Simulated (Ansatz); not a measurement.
# Cost against result

Saddle point of CH6NSi, doublet (CH₆NSi ([CH2][NH][SiH3]) → CH₆NSi ([NH][CH2][SiH3]); bonds formed: C1–Si3; bonds broken: N2–Si3), PBE0-D4/def2-TZVP structure:

```json
{"atom": "C1", "x (Å)": "-1.0504", "y (Å)": "-0.7239", "z (Å)": "0.4573"}
{"atom": "N2", "x (Å)": "-0.1992", "y (Å)": "-1.6621", "z (Å)": "0.6126"}
{"atom": "Si3", "x (Å)": "0.6943", "y (Å)": "1.0752", "z (Å)": "-0.7173"}
{"atom": "H4", "x (Å)": "-1.3371", "y (Å)": "-0.0042", "z (Å)": "1.2312"}
{"atom": "H5", "x (Å)": "-1.6390", "y (Å)": "-0.6982", "z (Å)": "-0.4608"}
{"atom": "H6", "x (Å)": "0.2415", "y (Å)": "-1.6015", "z (Å)": "1.5309"}
{"atom": "H7", "x (Å)": "0.5871", "y (Å)": "2.4906", "z (Å)": "-1.1726"}
{"atom": "H8", "x (Å)": "1.6981", "y (Å)": "0.9517", "z (Å)": "0.3698"}
{"atom": "H9", "x (Å)": "1.0048", "y (Å)": "0.1724", "z (Å)": "-1.8513"}
```

Barriers are electronic and count from the start structure reached by relaxing down the imaginary mode. Spin–orbit coupling is left out.

Ansatz 0.2.0; basis: as named in each row; cores frozen in the correlated methods; orbitals are unrestricted. B3LYP uses VWN-RPA correlation. Extrapolation: Hartree–Fock as exp(−7.88 √X), correlation as X^−2.97.

Times are rough, for one single point on 4 threads of a shared host (AMD EPYC).

The estimate by CCSD(T) at an estimated basis limit (MP2 extrapolated from triple and quadruple zeta, plus CCSD(T) − MP2 in triple zeta) is 1.689 eV.

```
      method       basis  time (s)  barrier (eV)  method less estimate
          HF      STO-3G   under 1         2.523                 0.834
      PBE-D4      STO-3G         1         2.166                 0.476
       SPW92    def2-SVP         2         1.721                 0.032
      PBE-D4    def2-SVP         2         1.459                -0.230
    B3LYP-D4       6-31G         2         1.284                -0.405
     PBE0-D4    def2-SVP         3         1.656                -0.033
       SPW92  def2-TZVPP         4         1.735                 0.045
      PBE-D4  def2-TZVPP         6         1.471                -0.218
     BLYP-D4  def2-TZVPP         6         1.413                -0.276
    BHLYP-D4  def2-TZVPP         6         1.811                 0.121
    B3LYP-D4  def2-TZVPP         7         1.597                -0.093
     PBE0-D4  def2-TZVPP         8         1.669                -0.020
CAM-B3LYP-D4  def2-TZVPP         8         1.767                 0.077
     wB97M-V    def2-SVP         8         1.735                 0.045
    PBE-QIDH  def2-TZVPP        10         1.828                 0.139
   r2SCAN-D4  def2-TZVPP        10         1.647                -0.042
     CCSD(T)    def2-SVP        11         1.480                -0.209
  r2SCAN0-D4  def2-TZVPP        11         1.777                 0.088
      B2PLYP  def2-TZVPP        11         1.671                -0.018
  RPA on PBE  def2-TZVPP        11         1.505                -0.184
     wB97M-V  def2-TZVPP        16         1.737                 0.048
      B97M-V  def2-TZVPP        17         1.606                -0.083
     wB97X-V  def2-TZVPP        17         1.776                 0.087
         MP2  def2-QZVPP        44         2.005                 0.316
     CCSD(T)  def2-TZVPP       170         1.608                -0.081
```

All methods are single points on the PBE0-D4 structures.

No T1 diagnostic of these runs exceeds 0.034. ⟨S²⟩ of the unrestricted Hartree–Fock references: 0.76 to 0.93 (a pure state has 0.75). The unrestricted reference is spin-contaminated, which hurts MP2 most.

Radical steps of this kind take place in plasma deposition and etching.

Labels in which every atom is bracketed show which atoms are joined, not bond orders.
